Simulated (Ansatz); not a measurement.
A nudged elastic band was laid between two geometries of C3H4Cl2 (9 atoms, charge 0, multiplicity 1).

Theory: RKS PBE/def2-SVP in Ansatz.

* movable images: 2
* climbing image: yes
* spring: 5.0 eV/Å²
* optimiser: quadratic models (default)
* start path: IDPP
* force threshold: 0.05 eV/Å
* iteration limit: 60
* end points: relaxed

First end point:

```xyz
9
Properties=species:S:1:pos:R:3
C -0.250 -1.018 -0.529
C 0.495 0.152 0.024
Cl 2.234 0.111 -0.215
C -0.008 1.222 0.678
Cl -1.703 1.427 1.002
H -1.333 -0.911 -0.335
H -0.083 -1.105 -1.622
H 0.110 -1.962 -0.068
H 0.627 2.038 1.049
```

Last end point:

```xyz
9
Properties=species:S:1:pos:R:3
C -0.391 -0.839 -0.719
C 0.349 0.336 -0.171
Cl 1.424 1.135 -1.307
C 0.288 0.847 1.078
Cl -0.721 0.184 2.327
H -1.012 -0.539 -1.588
H 0.318 -1.614 -1.079
H -1.044 -1.279 0.057
H 0.877 1.722 1.386
```

(1) What changes between the two ends?

(2) What energy profile does the band end with?

(3) What is the geometry of the highest image?

The band took 6 iterations and roughly 50 core-seconds.

Results:

(1) No bond is made or broken. The dihedral H6–C1–C2–Cl3 goes from -180 to -59°. The two ends are copies of one structure, up to a mirror image or an exchange of like atoms.

(2) The run converged. The highest image is number 1 of 0 to 3, 1.5 kcal/mol above the ends, which have the same energy within 2 meV. Another band between the same ends (7 images) ends at a top of the same energy, where a vibrational analysis finds 1 clearly imaginary mode. So few images can step over the top or miss a turn of the path.

```tsv
image	path coordinate (Å)	energy (kcal/mol)	dihedral H6–C1–C2–Cl3 (°)
0	0.00	0.0	-180
1	1.55	1.5	-123
2	2.40	0.8	-90
3	3.25	0.0	-59
```

(3) 
```xyz
9
Properties=species:S:1:pos:R:3
C -0.292 -0.938 -0.628
C 0.473 0.250 -0.119
Cl 1.990 0.617 -0.920
C 0.101 1.056 0.898
Cl -1.378 0.791 1.768
H -1.317 -0.640 -0.931
H 0.218 -1.396 -1.493
H -0.401 -1.703 0.169
H 0.695 1.916 1.239
```

Run time: 27 s on 2 threads of Intel(R) Xeon(R) Platinum 8259CL CPU @ 2.50GHz (Skylake/Cascade Lake), with other jobs on the host, peak memory 0.15 GiB.
